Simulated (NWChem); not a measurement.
**CH4Si (SMILES C[SiH]): GSOGGA11/x2c-SVPall (ZORA-SO)**

Aim: the vertical electron affinity of CH4Si at GSOGGA11/x2c-SVPall (ZORA-SO), from 2 runs. 

The results are computed with NWChem 7.3.0.

1 further run of the same task is left out (set aside as unsound or not needed).

### Step 1. Starting point

The species is CH4Si (6 atoms), meant as a singlet with charge 0. As SMILES, `C[SiH]`. The shape is that of a PBE0-D4/def2-TZVP optimisation.

Bond lengths: C1–Si2 1.892 Å, C1–H3 1.098 Å, C1–H4 1.091 Å, C1–H5 1.098 Å, Si2–H6 1.531 Å. Angles: C1–Si2–H6 94.2°, Si2–C1–H3 109.7°, Si2–C1–H4 113.8°, Si2–C1–H5 109.5°, H3–C1–H4 109.0°, H3–C1–H5 105.5°, H4–C1–H5 109.0°.

### Step 2. A single-point energy at GSOGGA11/x2c-SVPall (ZORA-SO)

File test.nw:

```
START test
TITLE "CH4Si"
memory 2200 mb
GEOMETRY units angstrom
  zmatrix
    C
    Si 1 r2
    H 1 r3 2 a3
    H 1 r4 3 a4 2 d4
    H 1 r5 4 a5 3 d5
    H 2 r6 1 a6 4 d6
  variables
    r2 1.892384
    r3 1.097562
    a3 109.69888
    r4 1.090646
    a4 109.04356
    d4 125.23136
    r5 1.097786
    a5 108.9829
    d5 -114.66165
    r6 1.530866
    a6 94.20249
    d6 -179.79521
  end
END
BASIS spherical
  * library x2c-SVPall
END
RELATIVISTIC
  zora on
END
DFT
  xc sogga11
  grid xfine
  convergence energy 1e-08
  iterations 100
  noprint "final vectors analysis"
END
TASK sodft energy
```

Run with:

```bash
$ nwchem test.nw > test.out
```

The log of the run:

```text
[...]
          Wavefunction type:  closed shell.
          No. of atoms     :     6
          No. of electrons :    24
[...]
          Charge           :     0
          Spin multiplicity:     1
[...]
          AO basis - number of functions:    52
[...]
              XC Information
              --------------
                      SOGGA11 Method XC Functional
                       SOGGA11 gradient correction  1.000
                     SOGGA11 Correlation Potential  1.000
[...]
 d= 0,ls=0.0,diis     1   -330.7078371866 -3.79D+02  5.68D-03  7.58D-02    12.7
[...]
 d= 0,ls=0.0,diis     9   -330.7270378691 -6.71D-09  8.20D-07  4.43D-10    36.6
[...]
      One electron energy =     -552.175691312752
           Coulomb energy =      200.671528071422
    Exchange-Corr. energy =      -27.826573204287
 Nuclear repulsion energy =       48.603698576415
       Scaling correction =        0.343758074357
[...]
      <S2> =      0.0001 (Exact =     0.0000)
[...]
```

Run time: 41 s. Hardware: 1 thread of Intel Xeon Platinum 8259CL at 2.50GHz (Skylake/Cascade Lake), shared host; peak memory 0.14 GiB.

### Step 3. The doublet anion, same level

File calc.nw:

```
start calc
memory total 2200 mb
charge -1
geometry units angstroms noautosym nocenter
 zmatrix
   C
   Si 1 r2
   H 1 r3 2 a3
   H 1 r4 3 a4 2 d4
   H 1 r5 4 a5 3 d5
   H 2 r6 1 a6 4 d6
 variables
   r2 1.892384
   r3 1.097562
   a3 109.69888
   r4 1.090646
   a4 109.04356
   d4 125.23136
   r5 1.097786
   a5 108.9829
   d5 -114.66165
   r6 1.530866
   a6 94.20249
   d6 -179.79521
 end
end
basis spherical
 C library x2c-SVPall
 Si library x2c-SVPall
 H library x2c-SVPall
end
relativistic
 zora on
end
dft
 xc sogga11
 mult 2
 grid xfine
 convergence energy 1e-08
 maxiter 150
 noprint "final vectors analysis"
end
task sodft energy
```

Run with:

```bash
$ nwchem calc.nw > calc.out
```

The log of the run:

```text
[...]
          Wavefunction type:  spin polarized.
          No. of atoms     :     6
          No. of electrons :    25
[...]
          Charge           :    -1
          Spin multiplicity:     2
[...]
          AO basis - number of functions:    52
[...]
              XC Information
              --------------
                      SOGGA11 Method XC Functional
                       SOGGA11 gradient correction  1.000
                     SOGGA11 Correlation Potential  1.000
[...]
 d= 0,ls=0.0,diis     1   -330.6261590504 -3.79D+02  2.19D-02  3.76D-01    13.0
[...]
 d= 0,ls=0.0,diis    10   -330.7365028713 -3.80D-09  1.21D-06  4.01D-10    38.3
[...]
      One electron energy =     -558.108937099887
           Coulomb energy =      206.836007032576
    Exchange-Corr. energy =      -28.067271380665
 Nuclear repulsion energy =       48.603698576415
       Scaling correction =        0.341335041717
[...]
      <S2> =      0.7536 (Exact =     0.7500)
[...]
```

Run time: 42 s. Hardware: 1 thread of Intel Xeon Platinum 8259CL at 2.50GHz (Skylake/Cascade Lake), shared host; peak memory 0.14 GiB.

### Step 4. Summary of results

Level: GSOGGA11/x2c-SVPall (ZORA-SO).

```
                                         quantity          value
                      singlet CH4Si: total energy  -330.72704 Eh
                     singlet CH4Si: dipole moment         1.30 D
                      doublet anion: total energy  -330.73650 Eh
vertical electron affinity (to the doublet anion)       0.258 eV
```

What this shows: At fixed nuclei the extra electron is bound by 0.26 eV (24.9 kJ/mol). The basis has no diffuse functions, so the error can be as large as this value.
